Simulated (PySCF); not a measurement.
Homolysis of single bonds, series allyl-X. All species are isolated molecules in the gas phase. One relaxed conformer stands for each flexible species; it need not be the lowest. Strings in code marks are SMILES.

The highest occupied spin orbital from two functionals at the same geometries (PBE0-D4/def2-TZVP), both in PySCF: PBE-D3(BJ)/def2-TZVP and PBE0-D4/def2-TZVP. 

| species | PBE-D3(BJ)/def2-TZVP (eV) | PBE0-D4/def2-TZVP (eV) |
|---|---|---|
| radical fragment (`C([CH2])=C`) | -4.69 | -5.89 |
| radical fragment (`O[CH2]`) | -3.68 | -5.19 |
| radical fragment (`[CH2]OC`) | -3.64 | -5.09 |
| radical fragment (`C[O]`) | -5.93 | -7.73 |
| radical fragment (`[CH2]C#N`) | -6.39 | -7.78 |
| radical fragment (`[CH2][SiH3]`) | -5.66 | -7.03 |
| radical fragment (`[CH2]S`) | -3.94 | -5.24 |
| radical fragment (`C[S]`) | -5.31 | -6.58 |
| radical fragment (`[C]#C`) | -7.34 | -8.60 |
| radical fragment (`[C-]#[N+]`) | -9.42 | -10.83 |

Over these rows, drawn at random from the members with no instability flagged (it was tested for open shells, ions and some series alone), PBE minus PBE0-D4: mean +1.40 eV, from +1.20 eV to +1.80 eV.
